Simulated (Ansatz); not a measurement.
Reaction: HOCl (SMILES OCl) + H+ → H2OCl+ (SMILES Cl[OH2+])
Each species at its own B3LYP-D3(BJ)/def2-TZVP minimum (Ansatz, an electronic-structure program).

Total energies in hartree (Ansatz). Radicals and triplets start from unrestricted determinants; spin-orbit coupling is neglected. Correlated methods leave the cores frozen. No relativity.

```csv
species,HF/cc-pV(T+d)Z,CCSD(T)/cc-pV(T+d)Z,HF/cc-pV(Q+d)Z,CCSD(T)/cc-pV(Q+d)Z,CCSDT(Q)/cc-pV(T+d)Z
1: HOCl (SMILES OCl),-534.92059,-535.39768,-534.93096,-535.44656,-535.39929
2: H2OCl+ (SMILES [OH2+]Cl),-535.18136,-535.65659,-535.19160,-535.70214,-535.65817
```

**Question.** Work out the proton affinity (electronic), positive where energy is released in kJ/mol: take Hartree-Fock from cc-pV(Q+d)Z, extrapolate the CCSD(T) correlation energy as X^-3 (X = 3, 4), and add CCSDT(Q) - CCSD(T) in cc-pV(T+d)Z. 1 hartree = 2625.5 kJ/mol.

**Answer.** 
Species 1: correlation (64·(-0.51560) - 27·(-0.47709))/37 = -0.54370; step -0.00161; E1 = -534.93096 + (-0.54370) + (-0.00161) = -535.47627
H+ has no electrons: E = 0
Species 2: correlation (64·(-0.51054) - 27·(-0.47523))/37 = -0.53631; step -0.00158; E2 = -535.19160 + (-0.53631) + (-0.00158) = -535.72949
+1·E1 -1·E2 = 0.25322 hartree = 664.8 kJ/mol.
